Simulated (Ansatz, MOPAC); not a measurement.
Scan of H2P, doublet: symmetric bend, bond length relaxed. Scanned: H-P-H angle. Other coordinates (P-H bond length) were minimised at B3LYP/def2-TZVP. Each profile is relative to its own lowest point.

```tsv
a / °	A	B	C
180	121.3	—	113.6
169.43	113.9	—	107.5
161.76	100.8	—	96.3
147.65	70.5	41.0	68.1
140.13	54.5	30.7	52.8
129.83	35.0	18.1	34.1
118.41	17.6	7.6	17.5
108.15	6.8	1.7	7.0
101.79	2.5	0.0	2.8
90.23	0.0	0.5	0.0
81.60	2.8	3.4	2.2
70.20	12.6	11.9	10.9
60	27.2	25.6	24.1
```

Energies in mEh.

**Question.** Assign the columns to these levels of theory: Ansatz (a program for electronic structure) with CCSD on UHF/cc-pVDZ, frozen core; PM3, unrestricted, heats of formation in MOPAC 23.2.5; unrestricted BLYP/cc-pVDZ (Ansatz).

**Answer.** A is CCSD/cc-pVDZ; B is PM3; C is UKS-BLYP/cc-pVDZ.

A dash means that the run gave no value there, or that the column was ended at a point which the program doubted or which failed a test of continuity chosen for this set; such a test can also cut sound points.

The unrestricted determinant behind CCSD/cc-pVDZ is spin-contaminated on part of the scan (<S²> up to 1.2, against 0.75 for the pure state). The T1 diagnostic of CCSD/cc-pVDZ reaches 0.10.
